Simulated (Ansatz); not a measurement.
Relaxation of CH₅OS (8 atoms, charge 1, multiplicity 1), to a largest force component of 0.015 eV/Å in at most 40 steps.

The calculation used RKS PBE-D4/def2-SVP (Ansatz 0.2.0).

```xyz
8
Properties=species:S:1:pos:R:3:forces:R:3
C -0.758 0.877 -0.408 0.48 -0.57 0.08
S -0.064 0.203 1.074 0.13 -0.14 0.23
O 0.981 -1.155 0.281 -0.46 0.59 -0.18
H -1.390 0.159 -0.923 -0.52 -0.40 -0.33
H 0.005 1.302 -1.055 0.45 0.40 -0.42
H -1.387 1.689 -0.033 -0.45 0.59 0.36
H 0.684 -2.042 0.570 -0.09 -0.46 0.15
H 1.929 -1.033 0.493 0.45 0.00 0.10
```

Where does it end, and by what steps?

The run converged. Limits of this set-up: the dipole of an ion depends on the origin. After 5 steps the energy has fallen by 0.044 eV; H4 moved furthest, 0.06 Å.

```tsv
step	energy less start (eV)	largest force component (eV/Å)	accepted
0	0.0000	0.592	yes
1	-0.0372	0.240	yes
2	-0.0429	0.040	yes
3	-0.0433	0.062	yes
4	-0.0432	0.093	no
5	-0.0435	0.004	yes
```

```xyz
8
Properties=species:S:1:pos:R:3
C -0.752 0.869 -0.432
S -0.064 0.191 1.057
O 0.983 -1.165 0.302
H -1.433 0.176 -0.961
H -0.001 1.351 -1.088
H -1.380 1.683 0.016
H 0.702 -2.064 0.607
H 1.945 -1.043 0.498
```

Whether the end is a true minimum wasn't checked by a vibrational analysis.

Time of the run: 19 s on 1 CPU thread of a shared host.
